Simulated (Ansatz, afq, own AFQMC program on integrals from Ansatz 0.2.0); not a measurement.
**WO, quintet in def2-SVP, levels against CCSDT(Q)**

| atom | x (Å) | y (Å) | z (Å) |
| --- | --- | --- | --- |
| W | 0.0000 | 0.0000 | 0.0000 |
| O | 0.0000 | 0.0000 | 1.7032 |

Basis def2-SVP with its core potentials. Only valence electrons are correlated. AFQMC by an in-house program on the Cholesky factors that Ansatz 0.2.0 writes for its CCSD(T) run. ph-AFQMC/CISD is guided by a CISD state made of CCSD amplitudes; releasing the constraint for a short imaginary time cuts its bias at the price of noise, slowly where states lie close. Uncertainties: one standard error, sampling alone. No spin–orbit coupling. The metal's outer-core s and p shells are frozen, which shifts wave-function levels against functionals.

Determinant: ROHF, the one that the program's search chose, which needn't be the lowest solution. The geometry is a PBE0/def2-TZVP stationary point of this or a neighbouring charge and spin state.

No full CI on the walks' own integrals is used here; CCSDT(Q) serves as the reference and is uncertain by about the last step of the cluster series.

Cautions: no spin-orbit coupling; outer-core shells of the metal frozen; lower spins were not checked; a spin-contaminated unrestricted determinant lies lower (UHF 344 meV lower, ⟨S²⟩ 6.27); raised T1 diagnostic (T1 0.046, weight of the determinant 0.85, largest double 0.08); CCSDT(Q) on the UHF determinant differs (133 meV lower), by its state or its frozen core.

```
T1 diagnostic                               : 0.0458
weight of the determinant in the CISD state : 0.852
size of the correlated space                : 12 electrons in 41 orbitals
```

Reference: CCSDT(Q), correlation energy -8.732 eV. The released energy is read at 2.00 1/Eh, later times being too noisy (meV from the phaseless value at times in 1/Eh: 24 ± 36 at 0.60, -45 ± 33 at 1.20, -4 ± 49 at 2.00, -66 ± 82 at 3.00, 12 ± 115 at 4.20).

```json
{"level": "HF", "E − E(reference) (kJ/mol)": "842.5", "share of correlation (%)": "0.00"}
{"level": "MP2", "E − E(reference) (kJ/mol)": "14.8", "share of correlation (%)": "98.24"}
{"level": "CCSD", "E − E(reference) (kJ/mol)": "42.6", "share of correlation (%)": "94.95"}
{"level": "CCSD(T)", "E − E(reference) (kJ/mol)": "0.4", "share of correlation (%)": "99.95"}
{"level": "CCSDT", "E − E(reference) (kJ/mol)": "-1.2", "share of correlation (%)": "100.14"}
{"level": "ph-AFQMC/CISD", "E − E(reference) (kJ/mol)": "1.9 ± 3.2", "share of correlation (%)": "99.77"}
{"level": "released AFQMC", "E − E(reference) (kJ/mol)": "1.5 ± 4.8", "share of correlation (%)": "99.82"}
```

A walk keeps the symmetry of its determinant, which the program's search chose and which needn't be the lowest solution, so a lower state of the same spin and another symmetry isn't excluded. Released energies are given only where the last usable release times agree within the noise; a slower fall can still hide under it.
